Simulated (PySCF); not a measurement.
# r2SCAN/def2-TZVPPD run of [HO2]− (hydroperoxide(1-))

Aim: the vertical ionisation energy of [HO2]− (hydroperoxide(1-)) at r2SCAN/def2-TZVPPD, from 2 runs. 

The calculation is run with PySCF 2.14.0.

1 further run of the same task is left out (set aside as unsound or not needed).

## Step 1: The structure to begin with

The species is [HO2]− (3 atoms), meant as a singlet with charge -1. SMILES: `[O-]O`. Geometry: relaxed at PBE0-D4/def2-TZVPD.

Bond lengths: O1–O2 1.479 Å, O2–H3 0.961 Å. Angles: O1–O2–H3 100.1°.

## Step 2: A single-point energy at r2SCAN/def2-TZVPPD

geometry.xyz

```xyz
3
HO2
O     -0.357760     1.025590    -0.080830
O     -0.242260    -0.445880    -0.180750
H      0.600030    -0.579720     0.261570
```

job.py

```python
from pyscf import gto, dft

molecule = gto.Mole()
molecule.atom = 'geometry.xyz'
molecule.charge = -1
molecule.basis = 'def2-tzvppd'
molecule.verbose = 4
molecule.max_memory = 1860
molecule.build()

mf = dft.RKS(molecule)
mf.xc = 'r2scan'
mf.conv_tol = 1e-10
mf.grids.level = 5
mf.kernel()
if not mf.converged:
    mf = mf.newton().run(mf.mo_coeff, mf.mo_occ)

e_final = mf.e_tot
print(f'total energy: {e_final:.8f} hartree')
```

Run with:

```
$ OMP_NUM_THREADS=1 python job.py
```

Standard output:

```text
PySCF version 2.14.0

[INPUT] num. atoms = 3
[INPUT] num. electrons = 18
[INPUT] charge = -1
[INPUT] spin (= nelec alpha-beta = 2S) = 0
[INPUT] symmetry False subgroup None
[INPUT] Mole.unit = angstrom
[INPUT] Symbol           X                Y                Z      unit          X                Y                Z       unit  Magmom
[INPUT]  1 O     -0.357760000000   1.025590000000  -0.080830000000 AA   -0.676068418324   1.938084216093  -0.152746562649 Bohr   0.0
[INPUT]  2 O     -0.242260000000  -0.445880000000  -0.180750000000 AA   -0.457805050937  -0.842591084421  -0.341567997015 Bohr   0.0
[INPUT]  3 H      0.600030000000  -0.579720000000   0.261570000000 AA    1.133892366523  -1.095512028933   0.494295662402 Bohr   0.0

nuclear repulsion = 29.527067214085
number of shells = 35
number of NR pGTOs = 129
number of NR cGTOs = 97
basis = def2-tzvppd
ecp = {}

******** <class 'pyscf.dft.rks.RKS'> ********
method = RKS
initial guess = minao
damping factor = 0
level_shift factor = 0
DIIS = <class 'pyscf.scf.diis.CDIIS'>
diis_start_cycle = 1
diis_space = 8
diis_damp = 0
SCF conv_tol = 1e-10
SCF conv_tol_grad = None
SCF max_cycles = 50
direct_scf = True
direct_scf_tol = 1e-13
XC library pyscf.dft.libxc version 7.0.0
    S. Lehtola, C. Steigemann, M. J.T. Oliveira, and M. A.L. Marques.,  SoftwareX 7, 1–5 (2018)
XC functionals = r2scan
    J. W. Furness, A. D. Kaplan, J. Ning, J. P. Perdew, and J. Sun.,  J. Phys. Chem. Lett. 11, 8208-8215 (2020)
    J. W. Furness, A. D. Kaplan, J. Ning, J. P. Perdew, and J. Sun.,  J. Phys. Chem. Lett. 11, 9248-9248 (2020)
    J. W. Furness, A. D. Kaplan, J. Ning, J. P. Perdew, and J. Sun.,  J. Phys. Chem. Lett. 11, 8208-8215 (2020)
    J. W. Furness, A. D. Kaplan, J. Ning, J. P. Perdew, and J. Sun.,  J. Phys. Chem. Lett. 11, 9248-9248 (2020)
radial grids:
    Treutler-Ahlrichs [JCP 102, 346 (1995); DOI:10.1063/1.469408] (M4) radial grids

becke partition: Becke, JCP 88, 2547 (1988); DOI:10.1063/1.454033
pruning grids: <function nwchem_prune>
grids dens level: 5
symmetrized grids: False
atomic radii adjust function: <function treutler_atomic_radii_adjust>
small_rho_cutoff = 0
Set gradient conv threshold to 1e-05
Initial guess from minao.
tot grids = 109496
init E= -150.882694812258
  HOMO = -0.306130018886931  LUMO = -0.110589266253228  gap/eV = 5.32093
cycle= 1 E= -150.763886622548  delta_E= 0.119  |g|= 0.84  |ddm|= 1.24
  HOMO = 0.236576310775246  LUMO = 0.278544089857437  gap/eV = 1.14200
cycle= 2 E= -146.32411209339  delta_E= 4.44  |g|= 2.87  |ddm|=  249
  HOMO = 0.0054679648677407  LUMO = 0.16153080265597  gap/eV = 4.24669
cycle= 3 E= -150.804192281219  delta_E= -4.48  |g|= 0.783  |ddm|=  249
  HOMO = 0.0101471580049835  LUMO = 0.162132443590199  gap/eV = 4.13573
cycle= 4 E= -150.908773480237  delta_E= -0.105  |g|= 0.283  |ddm|= 0.34
  HOMO = 0.0968452452879253  LUMO = 0.185399350029397  gap/eV = 2.40968
cycle= 5 E= -150.929835183304  delta_E= -0.0211  |g|= 0.132  |ddm|= 0.379
  HOMO = 0.106139051094  LUMO = 0.182794560034148  gap/eV = 2.08590
cycle= 6 E= -150.932819909478  delta_E= -0.00298  |g|= 0.0328  |ddm|= 0.121
  HOMO = 0.100101573377044  LUMO = 0.18098074150674  gap/eV = 2.20083
cycle= 7 E= -150.933052607167  delta_E= -0.000233  |g|= 0.00306  |ddm|= 0.0311
  HOMO = 0.0994423651942824  LUMO = 0.180619554938008  gap/eV = 2.20894
cycle= 8 E= -150.933054258511  delta_E= -1.65e-06  |g|= 0.000728  |ddm|= 0.00287
  HOMO = 0.0992669134512491  LUMO = 0.180533955761547  gap/eV = 2.21139
cycle= 9 E= -150.933054352534  delta_E= -9.4e-08  |g|= 0.000111  |ddm|= 0.00062
  HOMO = 0.099260029690253  LUMO = 0.180539071963448  gap/eV = 2.21172
cycle= 10 E= -150.933054355065  delta_E= -2.53e-09  |g|= 2.98e-05  |ddm|= 0.000112
  HOMO = 0.0992561645674532  LUMO = 0.180539445635707  gap/eV = 2.21183
cycle= 11 E= -150.933054355249  delta_E= -1.83e-10  |g|= 4.79e-06  |ddm|= 5.58e-05
  HOMO = 0.0992571543164666  LUMO = 0.180540032865298  gap/eV = 2.21182
cycle= 12 E= -150.933054355254  delta_E= -4.95e-12  |g|= 1.43e-06  |ddm|= 3.99e-06
  HOMO = 0.0992575180380265  LUMO = 0.180540022027996  gap/eV = 2.21181
Extra cycle  E= -150.933054355251  delta_E= 2.67e-12  |g|= 4.1e-06  |ddm|= 3e-06
converged SCF energy = -150.933054355251
total energy: -150.93305436 hartree
```

It took 28 s on 1 thread of Arm Neoverse N1, shared host; peak memory 0.53 GiB.

## Step 3: Doublet neutral HO2 at the same level

job.py

```python
from pyscf import gto, dft

mol = gto.M(
    atom=[
    ('O', (-0.357760, 1.025590, -0.080830)),
    ('O', (-0.242260, -0.445880, -0.180750)),
    ('H', (0.600030, -0.579720, 0.261570)),
],
    max_memory=1860,
    spin=1,
    verbose=3,
    basis='def2-tzvppd',
    charge=0,
)

mf = dft.UKS(mol, xc='r2scan')
mf.conv_tol = 1e-10
mf.grids.level = 5
mf.kernel()
if not mf.converged:
    mf = mf.newton().run(mf.mo_coeff, mf.mo_occ)

energy = mf.e_tot
print('Final energy', energy)
```

Run with:

```
$ OMP_NUM_THREADS=1 python job.py
```

Standard output:

```text
WARN: HOMO -0.306130018886932 >= LUMO -0.306130018886934

converged SCF energy = -150.893362993798  <S^2> = 0.75520695  2S+1 = 2.0052002
Final energy -150.89336299379784
```

It took 57 s on 1 thread of Arm Neoverse N1, shared host; peak memory 0.55 GiB.

## Step 4: Results

Level: r2SCAN/def2-TZVPPD.

| quantity | value |
| --- | --- |
| singlet [HO2]−: total energy | -150.93305 Eh |
| singlet [HO2]−: HOMO energy | 2.70 eV |
| singlet [HO2]−: LUMO energy | 4.91 eV |
| singlet [HO2]−: HOMO–LUMO gap (to an unbound level, set by the basis) | 2.21 eV |
| doublet neutral HO2: total energy | -150.89336 Eh |
| doublet neutral HO2: dipole moment | 1.99 D |
| doublet neutral HO2: HOMO energy (highest over α and β) | -7.26 eV |
| doublet neutral HO2: LUMO energy (lowest over α and β) | -4.96 eV |
| doublet neutral HO2: ⟨S²⟩ | 0.755 |
| vertical detachment energy (to the doublet neutral) | 1.080 eV |

In words: Removing an electron at fixed nuclei costs 1.08 eV (25 kcal/mol). −ε(HOMO) before ionisation, -2.70 eV, is 3.78 eV below this ionisation energy. The HOMO (singlet [HO2]−) lies at positive energy, 2.70 eV, as semi-local functionals often give for anions; only total energies tell whether the electron is bound.
